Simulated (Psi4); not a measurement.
# SiH2Cl (chlorosilyl radical): a chain of runs, part 1 of 2

We compute a geometry optimisation (UCAM-B3LYP-D3(BJ)/def2-SVP), then the harmonic vibrations, then a single-point energy (UCCSD(T)/def2-TZVP), then the excited states (TDA-CAM-B3LYP/def2-SVP) of SiH2Cl (chlorosilyl radical). 

The calculation is run with Psi4 1.11.

### Step 1. The structure to begin with

SiH2Cl: 4 atoms, total charge 0, spin state doublet. SMILES: `[SiH2]Cl`. Geometry: relaxed at GFN2-xTB. The run starts from this shape.

Bond lengths: Si1–Cl2 2.022 Å, Si1–H3 1.451 Å, Si1–H4 1.451 Å. Angles: Cl2–Si1–H3 110.3°, Cl2–Si1–H4 110.2°, H3–Si1–H4 114.9°.

### Step 2. A structure relaxation at UCAM-B3LYP-D3(BJ)/def2-SVP (density fitting) (run 1)

File job.py:

```python
import psi4

psi4.set_memory('1600 MB')
psi4.set_num_threads(1)
psi4.set_output_file('output.dat', False)

molecule = psi4.geometry("""
0 2
Si
Cl 1 2.022199
H 1 1.451404 2 110.31601
H 1 1.451443 3 114.90425 2 125.23636
""")

psi4.set_options({
    'basis': 'def2-SVP',
    'reference': 'uks',
    'geom_maxiter': 60,
})

result, w = psi4.optimize('cam-b3lyp-d3(bj)', return_wfn=True)
print(f'total energy {result:.8f} hartree = {result * 27.211386:.5f} eV')
print(molecule.to_string(dtype='xyz', units='Angstrom'))
```

Launch:

```sh
python job.py
```

output.dat, cut to the lines that bear on the results:

```text
[...]
  Running in c1 symmetry.
[...]
  Nuclear repulsion =   78.978704108725836
[...]
  Multiplicity = 2
[...]
  Nalpha       = 17
  Nbeta        = 16
[...]
    Number of basis functions: 46
[...]
   @DF-UKS iter   1:  -750.64330576808004   -2.53371e-01   3.24412e-03 ADIIS/DIIS
[...]
   @DF-UKS iter   8:  -750.65884929732408   -2.16005e-12   6.09224e-09 DIIS
[...]
   @S^2 Observed:                7.514403040E-01
[...]
    Orbital Energies [Eh]
    ---------------------
    Alpha Occupied:
       1A   -101.570195     2A    -66.230239     3A     -9.526388
       4A     -7.294084     5A     -7.288317     6A     -7.287076
       7A     -5.400562     8A     -3.765460     9A     -3.762750
      10A     -3.759610    11A     -0.907876    12A     -0.615652
      13A     -0.456501    14A     -0.453014    15A     -0.411083
      16A     -0.378378    17A     -0.281499
    Alpha Virtual:
      18A      0.051171    19A      0.097927    20A      0.104640
      21A      0.197789    22A      0.349463    23A      0.359512
      24A      0.408548    25A      0.441517    26A      0.444401
[...]
  @DF-UKS Final Energy:  -750.65884929732408
   => Energetics <=
    Nuclear Repulsion Energy =             77.2298670100003903
    One-Electron Energy =               -1191.0708381372214717
    Two-Electron Energy =                 401.2152865239535231
    DFT Exchange-Correlation Energy =     -38.0309718444014990
    Empirical Dispersion Energy =          -0.0021928496549551
    VV10 Nonlocal Energy =                  0.0000000000000000
    Total Energy =                       -750.6588492973240818
[...]
 Multipole Moments:
 ------------------------------------------------------------------------------------
     Multipole            Electronic (a.u.)      Nuclear  (a.u.)        Total (a.u.)
 ------------------------------------------------------------------------------------
 L = 1.  Multiply by 2.5417464519 to convert [e a0] to [Debye]
 Dipole X            :          1.1141101           -1.1144918           -0.0003817
 Dipole Y            :         -0.6307032            0.6309115            0.0002083
 Dipole Z            :          3.3832047           -3.8807853           -0.4975806
 Magnitude           :                                                    0.4975808
[...]
  -Total Gradient:
     Atom            X                  Y                   Z
    ------   -----------------  -----------------  -----------------
       1        0.000105990862    -0.000061404235     0.000262526115
       2        0.000008755100    -0.000004086909    -0.000235658392
       3       -0.000016088821     0.000077508091    -0.000014257269
       4       -0.000074277927    -0.000025817027    -0.000015351194
[...]
    Final optimized geometry and variables:
    Molecular point group: c1
    Full point group: C1
    Geometry (in Angstrom), charge = 0, multiplicity = 2:
    SI
    CL            1    2.067861
    H             1    1.490699      2  109.005709
    H             1    1.490699      3  110.731070      2  119.912747
[...]
```

On the terminal:

```text
Optimizer: Optimization complete!
total energy -750.65884930 hartree = -20426.46770 eV
4
0 2 ClH2Si
Si                    0.018748219071    -0.010613328395    -1.098069570983
Cl                    0.018748219071    -0.010613328395     0.969791665312
H                     0.018748219071     1.398822063426    -1.583534184451
H                    -1.189706689616    -0.735944872902    -1.583573256955
```

Wall time 12 s (1 thread of Intel Xeon 6975P-C (Granite Rapids), shared host); peak memory 0.35 GiB.

Steps, from the record of the run:

```csv
step,energy from the first frame kept (eV),largest force (eV/Å)
0,0.0000,1.0471
1,-0.0562,0.3662
2,-0.0618,0.0661
3,-0.0620,0.0149
```

After the run. Bond lengths: Si1–Cl2 2.068 Å, Si1–H3 1.491 Å, Si1–H4 1.491 Å. Angles: Cl2–Si1–H3 109.0°, Cl2–Si1–H4 109.0°, H3–Si1–H4 110.7°.

### Step 3. The harmonic vibrations at UCAM-B3LYP-D3(BJ)/def2-SVP (density fitting) (run 2)

File calc.py:

```python
import psi4

psi4.set_memory('1600 MB')
psi4.set_num_threads(1)
psi4.set_output_file('clh2si.out', False)

m = psi4.geometry("""
0 2
Si    -0.306945     0.244325     0.124501
Cl     1.616805    -0.059699     0.819345
H     -1.082290    -1.020167     0.273111
H     -0.246450     0.661256    -1.305426
""")

options = {'basis': 'def2-SVP', 'reference': 'uks', 't': 400.0, 'rotational_symmetry_number': 1}
psi4.set_options(options)

energy_value, wavefunction = psi4.frequencies('cam-b3lyp-d3bj2b', return_wfn=True)
print(f'total energy {energy_value:.8f} hartree = {energy_value * 27.211386:.5f} eV')
print('wavenumbers / cm^-1:', wavefunction.frequencies().np.round(1))
for k in ('ZPVE', 'ENTHALPY', 'GIBBS FREE ENERGY'):
    print(f'{k}: {psi4.variable(k):.8f} Eh')
```

Launch:

```sh
python calc.py
```

clh2si.out, cut to the lines that bear on the results:

```text
[...]
  Running in c1 symmetry.
[...]
  Nuclear repulsion =   77.229845694666153
[...]
  Multiplicity = 2
[...]
  Nalpha       = 17
  Nbeta        = 16
[...]
    Number of basis functions: 46
[...]
   @DF-UKS iter   1:  -750.64536079544905   -3.20240e-01   3.30729e-03 ADIIS/DIIS
[...]
   @DF-UKS iter  12:  -750.65884789914094   -1.13687e-12   2.83338e-09 DIIS
[...]
   @S^2 Observed:                7.514408364E-01
[...]
  @DF-UKS Final Energy:  -750.65884789914094
   => Energetics <=
    Nuclear Repulsion Energy =             77.2219916806532893
    One-Electron Energy =               -1191.0547133414988821
    Two-Electron Energy =                 401.2066765501920713
    DFT Exchange-Correlation Energy =     -38.0306099340762529
    Empirical Dispersion Energy =          -0.0021928544111154
    VV10 Nonlocal Energy =                  0.0000000000000000
    Total Energy =                       -750.6588478991409374
[...]
  -Total Gradient:
     Atom            X                  Y                   Z
    ------   -----------------  -----------------  -----------------
       1        0.000216919336    -0.000096986730     0.000681876639
       2       -0.000225661160     0.000033504673    -0.000061452116
       3       -0.000049159363    -0.000137235657     0.000058569120
       4        0.000051526504     0.000221025343    -0.000660541967
[...]
  ==> Harmonic Vibrational Analysis <==
[...]
  Freq [cm^-1]                 559.2605            660.6824            744.6041
[...]
  IR activ [km/mol]            63.6051             16.2514             84.3540
[...]
  Freq [cm^-1]                 930.7833           2208.6968           2242.2067
[...]
  IR activ [km/mol]            100.5034            58.6908             131.4204
[...]
  Total E_0, Enthalpy at 0 [K]                                                         -750.64211334 [Eh]
[...]
  Total H, Enthalpy at  400.00 [K]                                                     -750.63593321 [Eh]
[...]
  Total G, Gibbs energy at  400.00 [K]                                                 -750.67805528 [Eh]
[...]
```

Standard output:

```text
Warning: used thermodynamics relations inappropriate for low-frequency modes: ['559.2605']
total energy -750.65884929 hartree = -20426.46770 eV
wavenumbers / cm^-1: [ 559.3  660.7  744.6  930.8 2208.7 2242.2]
ZPVE: 0.01673595 Eh
ENTHALPY: -750.63593321 Eh
GIBBS FREE ENERGY: -750.67805528 Eh
```

Wall time 54 s (1 thread of Intel Xeon 6975P-C (Granite Rapids), shared host); peak memory 0.34 GiB.

### Step 4. The energy at UCCSD(T)/def2-TZVP (run 3)

File clh2si.inp:

```
memory 1.6 GB

molecule system {
  0 2
  Si    -0.306945     0.244325     0.124501
  Cl     1.616805    -0.059699     0.819345
  H     -1.082290    -1.020167     0.273111
  H     -0.246450     0.661256    -1.305426
  units angstrom
  symmetry c1
}

set {
  basis def2-TZVP
  reference uhf
  scf_type pk
  num_frozen_docc 10
}

energy('ccsd(t)')
print_variables()
```

Launch:

```sh
psi4 -i clh2si.inp -o clh2si.out -n 1
```

clh2si.out, cut to the lines that bear on the results:

```text
[...]
  Running in c1 symmetry.
[...]
  Nuclear repulsion =   77.229845694666153
[...]
  Multiplicity = 2
[...]
  Nalpha       = 17
  Nbeta        = 16
[...]
    Number of basis functions: 86
[...]
   @UHF iter   1:  -749.59630000758921   -4.39614e-01   2.56853e-03 ADIIS/DIIS
[...]
   @UHF iter  13:  -749.62549692571486   -1.06866e-11   6.49272e-09 DIIS
[...]
   @S^2 Observed:                7.543603206E-01
[...]
    Orbital Energies [Eh]
    ---------------------
    Alpha Occupied:
       1A   -104.831037     2A    -68.830575     3A    -10.560386
       4A     -8.028072     5A     -8.026119     6A     -8.025742
       7A     -6.177363     8A     -4.289455     9A     -4.280482
      10A     -4.279491    11A     -1.101660    12A     -0.726251
      13A     -0.535826    14A     -0.533648    15A     -0.493892
      16A     -0.456406    17A     -0.349964
    Alpha Virtual:
      18A      0.104756    19A      0.145198    20A      0.155218
      21A      0.251273    22A      0.260719    23A      0.276871
      24A      0.300094    25A      0.330487    26A      0.330856
[...]
  @UHF Final Energy:  -749.62549692571486
   => Energetics <=
    Nuclear Repulsion Energy =             77.2298456946661531
    One-Electron Energy =               -1191.1605149725351112
    Two-Electron Energy =                 364.3051723521540453
    Total Energy =                       -749.6254969257148559
  UHF NO Occupations:
  HONO-2 :   15  A 1.9997289
  HONO-1 :   16  A 1.9983513
[...]
 Multipole Moments:
 ------------------------------------------------------------------------------------
     Multipole            Electronic (a.u.)      Nuclear  (a.u.)        Total (a.u.)
 ------------------------------------------------------------------------------------
 L = 1.  Multiply by 2.5417464519 to convert [e a0] to [Debye]
 Dipole X            :          2.9144164           -3.4365320           -0.5221155
 Dipole Y            :          0.4288628           -0.3427481            0.0861147
 Dipole Z            :          2.0000550           -2.1848157           -0.1847607
 Magnitude           :                                                    0.5604970
[...]
      * MP2 total energy                      = -749.909191038732729
[...]
      * CCSD total energy                     = -749.945210090649994
[...]
      * CCSD(T) total energy                     = -749.957528607244512
[...]
```

Wall time 23 s (1 thread of Intel Xeon 6975P-C (Granite Rapids), shared host); peak memory 0.59 GiB.

(Continued in part 2 of 2.)
